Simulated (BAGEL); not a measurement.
# One shape, several levels: CCl3F (SMILES FC(Cl)(Cl)Cl)

Aim: a comparison of 3 runs (HF/STO-3G, HF/3-21G, HF/6-31G*) of CCl3F. 

The calculation is run with BAGEL 1.2.2.

1 further run of the same task is left out (set aside as unsound or not needed).

## Step 1: The system as given

CCl3F: 5 atoms, total charge 0, spin state singlet. SMILES: `FC(Cl)(Cl)Cl`. One bond was lengthened or shortened from a relaxed shape.

Bond lengths: F1–C2 1.533 Å, C2–Cl3 1.760 Å, C2–Cl4 1.760 Å, C2–Cl5 1.760 Å. Angles: F1–C2–Cl3 108.5°, F1–C2–Cl4 108.5°, F1–C2–Cl5 108.5°, Cl3–C2–Cl4 110.4°, Cl3–C2–Cl5 110.4°, Cl4–C2–Cl5 110.4°.

## Step 2: The energy at HF/STO-3G (density fitting with cc-pvqz-jkfit) (run 1)

input.json

```json
{ "bagel": [

{
  "title": "molecule",
  "basis": "sto-3g",
  "df_basis": "cc-pvqz-jkfit",
  "angstrom": true,
  "geometry": [
    { "atom": "F", "xyz": [       1.041987,      -0.937831,       0.774004 ] },
    { "atom": "C", "xyz": [       0.044670,      -0.040210,       0.033190 ] },
    { "atom": "Cl", "xyz": [      -1.384510,       0.157610,       1.040990 ] },
    { "atom": "Cl", "xyz": [      -0.379970,      -0.814480,      -1.489160 ] },
    { "atom": "Cl", "xyz": [       0.807920,       1.517810,      -0.262390 ] }
  ]
},

{
  "title": "hf"
},

{
  "title": "print",
  "file": "orbitals.molden",
  "orbitals": true
}

]}
```

The run is started by

```sh
$ BAGEL_NUM_THREADS=1 BAGEL input.json > input.out
```

What it wrote:

```text
* using 1 threads per process

  ===============================================================
  ===============================================================

  *** Geometry ***

  { "atom" : "F", "xyz" : [      1.969070,     -1.772244,      1.462656 ] },
  { "atom" : "C", "xyz" : [      0.084414,     -0.075986,      0.062720 ] },
  { "atom" : "Cl", "xyz" : [     -2.616345,      0.297840,      1.967186 ] },
  { "atom" : "Cl", "xyz" : [     -0.718039,     -1.539144,     -2.814105 ] },
  { "atom" : "Cl", "xyz" : [      1.526748,      2.868245,     -0.495845 ] },

  Number of auxiliary basis functions:      656

  Since a DF basis is specified, we compute 2- and 3-index integrals:
    o Being stored without compression. Storage requirement is 0.007 GB

  Number of basis functions:       37
  Number of electrons      :       66

    * METHOD: MOLECULE                             0.30

  *** RHF ***

  === Nuclear Repulsion ===
   360.1502505020

      * DIIS with orbital gradients will be used.

  === RHF iteration (sto-3g) ===
      0      -1498.78314068          0.02828487           0.06
      1      -1499.01708062          0.01788175           0.05
      2      -1499.12662385          0.00101563           0.05
      3      -1499.12782568          0.00018902           0.05
      4      -1499.12786823          0.00003233           0.05
      5      -1499.12786909          0.00000581           0.06
      6      -1499.12786912          0.00000090           0.06
      7      -1499.12786912          0.00000014           0.05
      8      -1499.12786912          0.00000004           0.06
      9      -1499.12786912          0.00000001           0.05
    * SCF iteration converged.

    * Permanent dipole moment:
           (   -0.116710,     0.105050,    -0.086719) a.u.

    * METHOD: HF                                   0.63

    * METHOD: PRINT                                0.00

  ===============================================================
```

Wall time 1.1 s (1 thread of Arm Neoverse V2, shared host); peak memory 0.084 GiB.

## Step 3: A single-point energy at HF/3-21G (density fitting with cc-pvqz-jkfit) (run 2)

job.json

```json
{ "bagel" : [

{
  "title" : "molecule",
  "basis" : "3-21g",
  "df_basis" : "cc-pvqz-jkfit",
  "angstrom" : "true",
  "geometry" : [
    { "atom" : "F", "xyz" : [       1.041987,      -0.937831,       0.774004 ] },
    { "atom" : "C", "xyz" : [       0.044670,      -0.040210,       0.033190 ] },
    { "atom" : "Cl", "xyz" : [      -1.384510,       0.157610,       1.040990 ] },
    { "atom" : "Cl", "xyz" : [      -0.379970,      -0.814480,      -1.489160 ] },
    { "atom" : "Cl", "xyz" : [       0.807920,       1.517810,      -0.262390 ] }
  ]
},

{ "title" : "hf" },

{ "title" : "print", "file" : "orbitals.molden", "orbitals" : "true" }

]}
```

The run is started by

```sh
$ BAGEL_NUM_THREADS=1 BAGEL job.json > job.out
```

What it wrote:

```text
* using 1 threads per process

  ===============================================================
  ===============================================================

  *** Geometry ***

  { "atom" : "F", "xyz" : [      1.969070,     -1.772244,      1.462656 ] },
  { "atom" : "C", "xyz" : [      0.084414,     -0.075986,      0.062720 ] },
  { "atom" : "Cl", "xyz" : [     -2.616345,      0.297840,      1.967186 ] },
  { "atom" : "Cl", "xyz" : [     -0.718039,     -1.539144,     -2.814105 ] },
  { "atom" : "Cl", "xyz" : [      1.526748,      2.868245,     -0.495845 ] },

  Number of auxiliary basis functions:      656

  Since a DF basis is specified, we compute 2- and 3-index integrals:
    o Being stored without compression. Storage requirement is 0.017 GB

  Number of basis functions:       57
  Number of electrons      :       66

    * METHOD: MOLECULE                             0.31

  *** RHF ***

  === Nuclear Repulsion ===
   360.1502505020

      * DIIS with orbital gradients will be used.

  === RHF iteration (3-21g) ===
      0      -1508.10351979          0.02847311           0.10
      1      -1508.22528296          0.02350920           0.09
      2      -1508.35505115          0.00127930           0.09
      3      -1508.35680472          0.00030436           0.10
      4      -1508.35690387          0.00011579           0.10
      5      -1508.35690989          0.00003261           0.09
      6      -1508.35691081          0.00000781           0.10
      7      -1508.35691087          0.00000246           0.09
      8      -1508.35691087          0.00000068           0.10
      9      -1508.35691087          0.00000019           0.09
     10      -1508.35691087          0.00000005           0.09
     11      -1508.35691087          0.00000001           0.10
     12      -1508.35691087          0.00000000           0.09
    * SCF iteration converged.

    * Permanent dipole moment:
           (    0.325501,    -0.292959,     0.241765) a.u.

    * METHOD: HF                                   1.39

    * METHOD: PRINT                                0.01

  ===============================================================
```

Run time: 1.9 s. Hardware: 1 thread of Arm Neoverse V2, shared host; peak memory 0.11 GiB.

## Step 4: The energy at HF/6-31G(d) (density fitting with cc-pvqz-jkfit, spherical functions) (run 3)

job.json

```json
{ "bagel": [

{
  "title": "molecule",
  "basis": "6-31gs.json",
  "df_basis": "cc-pvqz-jkfit",
  "angstrom": true,
  "geometry": [
    { "atom": "F", "xyz": [    1.041987,   -0.937831,    0.774004 ] },
    { "atom": "C", "xyz": [    0.044670,   -0.040210,    0.033190 ] },
    { "atom": "Cl", "xyz": [   -1.384510,    0.157610,    1.040990 ] },
    { "atom": "Cl", "xyz": [   -0.379970,   -0.814480,   -1.489160 ] },
    { "atom": "Cl", "xyz": [    0.807920,    1.517810,   -0.262390 ] }
  ]
},
{ "title": "hf" },
{ "title": "print", "file": "orbitals.molden", "orbitals": true }

]}
```

The basis set 6-31G* is read from a file made from the Basis Set Exchange's data (not shown).

The run is started by

```sh
$ BAGEL_NUM_THREADS=1 BAGEL job.json > job.out
```

What it wrote:

```text
* using 1 threads per process

  ===============================================================
  ===============================================================

  *** Geometry ***

  { "atom" : "F", "xyz" : [      1.969070,     -1.772244,      1.462656 ] },
  { "atom" : "C", "xyz" : [      0.084414,     -0.075986,      0.062720 ] },
  { "atom" : "Cl", "xyz" : [     -2.616345,      0.297840,      1.967186 ] },
  { "atom" : "Cl", "xyz" : [     -0.718039,     -1.539144,     -2.814105 ] },
  { "atom" : "Cl", "xyz" : [      1.526748,      2.868245,     -0.495845 ] },

  Number of auxiliary basis functions:      656

  Since a DF basis is specified, we compute 2- and 3-index integrals:
    o Being stored without compression. Storage requirement is 0.035 GB

  Number of basis functions:       82
  Number of electrons      :       66

    * METHOD: MOLECULE                             0.40

  *** RHF ***

  === Nuclear Repulsion ===
   360.1502505020

      * DIIS with orbital gradients will be used.

  === RHF iteration (6-31gs.json) ===
      0      -1515.43855961          0.02104905           0.13
      1      -1515.52299985          0.01858018           0.14
      2      -1515.67553140          0.00140971           0.14
      3      -1515.67818606          0.00035104           0.14
      4      -1515.67832115          0.00012818           0.14
      5      -1515.67834117          0.00003644           0.14
      6      -1515.67834276          0.00000860           0.14
      7      -1515.67834287          0.00000281           0.14
      8      -1515.67834288          0.00000126           0.14
      9      -1515.67834288          0.00000068           0.14
     10      -1515.67834288          0.00000013           0.14
     11      -1515.67834288          0.00000006           0.14
     12      -1515.67834288          0.00000002           0.14
     13      -1515.67834288          0.00000000           0.14
    * SCF iteration converged.

    * Permanent dipole moment:
           (    0.365491,    -0.328952,     0.271470) a.u.

    * METHOD: HF                                   2.19

    * METHOD: PRINT                                0.01

  ===============================================================
```

It took 2.8 s on 1 thread of Arm Neoverse V2, shared host; peak memory 0.15 GiB.

## Step 5: Overview of the runs

```csv
run,level,energy (Eh),dipole moment (D),HOMO energy (eV),LUMO energy (eV),wall time
1,HF/STO-3G (density fitting with cc-pvqz-jkfit),-1499.127869,0.46,-11.73,6.49,1.1 s
2,HF/3-21G (density fitting with cc-pvqz-jkfit),-1508.356911,1.27,-13.16,2.40,1.9 s
3,"HF/6-31G* (density fitting with cc-pvqz-jkfit, spherical functions)",-1515.678343,1.43,-12.84,2.71,2.8 s
```

## Step 6: Outcome

```
            quantity           value
 run 3: total energy  -1515.67834 Eh
run 3: dipole moment          1.43 D
  run 3: HOMO energy       -12.84 eV
  run 3: LUMO energy         2.71 eV
run 3: HOMO–LUMO gap        15.55 eV
```

In words: The dipole moment (its size) runs from 0.46 D (HF/STO-3G) to 1.43 D (HF/6-31G*). The two dipoles point in opposite directions. The HOMO–LUMO gap runs from 15.55 eV (HF/6-31G*) to 18.21 eV (HF/STO-3G). In run 1 the basis is minimal, so the values are rough. All runs together took 5.7 s, the longest 2.8 s.
